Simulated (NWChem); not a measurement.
**Atomisation of H₂P**

```xyz
3

P      0.0000     0.0000     0.1196
H      1.0289     0.0000    -0.8970
H     -1.0289     0.0000    -0.8970
```
Charge 0, spin multiplicity 2.

Everything below was run with NWChem. All single points use one geometry, from UPBE/def2-SVP, a minimum by its harmonic frequencies.

Basis set: def2-TZVP. The atomisation energy is electronic alone: no zero-point, thermal, spin-orbit or counterpoise terms. No value is extrapolated to the basis-set limit. Free atoms are single determinants with multiplicities P 4, H 2. Correlated methods freeze the same cores in atoms and molecule, 5 orbitals in all.

| method | atomisation energy (kcal/mol) |
|---|---|
| r2SCAN | 155.0 |
| MP2 | 137.7 |
| B3LYP | 158.0 |
| CCSD(T) | 144.8 |
| HF | 107.6 |
| TPSS | 160.6 |
| BHandHLYP | 154.6 |
| LDA (SVWN5) | 173.4 |
| PBE0 | 152.5 |
| PBE | 154.3 |

The values span 65.8 kcal/mol, from HF (lowest) to LDA (SVWN5) (highest). 

The correlated methods keep 5 core orbitals frozen. B3LYP has NWChem's definition, with VWN1-RPA local correlation. The structure started from a generated list of species. The unpaired electrons of the parent sit in orbitals of symmetry b2 (C2v labels of the run); other states weren't searched. No SCF solution was tested for a lower state. Open-shell Hartree-Fock references start from PBE0 orbitals. Coupled-cluster values serve here as a point of comparison, not as the truth.
